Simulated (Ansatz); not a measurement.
**C3HN, singlet: CASSCF and its corrections**

Program: Ansatz, Gaussian basis, development build; CASPT2, NEVPT3, NEVPT4(SD) by development code. Basis cc-pVTZ, nonrelativistic, 4 orbitals frozen in the corrections. State-specific CASSCF; RHF is the lowest restricted (open-shell) Hartree–Fock solution met. Solutions may break the symmetry of the shape. The lowest solution met needn't be the lowest there is, nor hold the orbitals that a chemist would pick.

Geometry:

```xyz
5

H     0.0000    0.0000   -2.9262
C     0.0000    0.0000   -1.8584
C     0.0000    0.0000   -0.6368
C     0.0000    0.0000    0.7380
N     0.0000    0.0000    1.9242
```

Task: What do CASSCF and its corrections give against RHF in CAS(8,8), and what are the occupations?

Result: CASSCF -4.287 eV, SC-NEVPT2 -17.009 eV, FIC-NEVPT2 -17.050 eV, NEVPT3 -17.975 eV, NEVPT4(SD) -18.380 eV, CASPT2 (IPEA 0) -17.261 eV; occupations 1.94, 1.94, 1.92, 1.92, 0.09, 0.09, 0.05, 0.05. The MRCI reference weight is 0.888.

Task: Roughly how much CPU time does a whole run from the default start take (median of such runs, summed over threads; nearly all runs on one pinned thread of a shared server, mostly Xeon at 2.3 to 2.6 GHz, by a development driver)?

Result: CAS(8,8): about 30 s. Other jobs ran beside these, and the count of passes differs.
